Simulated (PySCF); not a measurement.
**CN, SMILES `[C-]#[N+]` (charge 0, multiplicity 2)**

Method: TPSSh-D3(BJ)/def2-TZVP (PySCF).

```json
{
  "highest_occupied_spin_orbital": "-10.00 eV",
  "dipole_moment": "1.32 D",
  "total_energy": "-92.7537 Ha",
  "cost": "roughly 17 core-seconds"
}
```

```xyz
2

C      0.5833     0.0000     0.0000
N     -0.5834     0.0000     0.0000
```
Charge 0, spin multiplicity 2.
